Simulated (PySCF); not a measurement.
Geometries of 4 isomers of C4H4, from PBE0-D3(BJ)/def2-SVP geometry optimisation, gas phase in PySCF 2.14.0. One conformer each, no zero-point energy, no frequencies.

**Question.** Which is lowest in electronic energy at this level?
A.
```xyz
8
angstrom
C      1.008   -0.247   -0.164
C      0.072    1.010   -0.135
C     -0.973    0.226    0.144
C     -0.037   -1.032    0.113
H      2.072   -0.410   -0.344
H      0.217    2.082   -0.276
H     -2.036    0.389    0.323
H     -0.183   -2.103    0.255
```
B.
```xyz
8
angstrom
C      1.481    0.047    0.175
C      0.161   -0.004    0.008
C     -1.153    0.584    0.007
C     -1.060   -0.694   -0.314
H      2.097   -0.840    0.017
H      1.970    0.976    0.475
H     -1.790    1.454    0.159
H     -1.568   -1.609   -0.611
```
C.
```xyz
8
angstrom
C      0.818    0.407    1.947
C      0.161    0.226    0.943
C     -0.631    0.020   -0.222
C     -0.147   -0.365   -1.412
H      1.402    0.567    2.835
H     -1.708    0.197   -0.109
H      0.919   -0.549   -1.560
H     -0.813   -0.504   -2.266
```
D.
```xyz
8
angstrom
C      1.906   -0.298    0.335
C      0.621   -0.097    0.122
C     -0.621    0.097   -0.084
C     -1.906    0.298   -0.296
H      2.257   -0.880    1.194
H      2.666    0.110   -0.340
H     -2.257    0.880   -1.155
H     -2.666   -0.110    0.379
```

**Answer.** C. That is 1-buten-3-yne (`C#CC=C`), 3.1 kcal/mol below the next.

```csv
SMILES,atoms numbered as above,E (Eh),relative (kcal/mol),relative (kJ/mol),dipole (D)
C#CC=C,[CH:1]#[C:2][CH:3]=[CH2:4],-154.42939,0.0,0.0,0.39
C=C=C=C,[CH2:1]=[C:2]=[C:3]=[CH2:4],-154.42442,3.1,13.0,0.00
C=C1C=C1,[CH2:1]=[C:2]1[CH:3]=[CH:4]1,-154.40702,14.0,58.7,2.07
C1=CC=C1,[CH:1]1=[CH:2][CH:3]=[CH:4]1,-154.38022,30.9,129.1,0.00
```

As drawn, the lowest has a C≡C bond, which the highest lacks; the highest has a four-membered ring, which the lowest lacks.
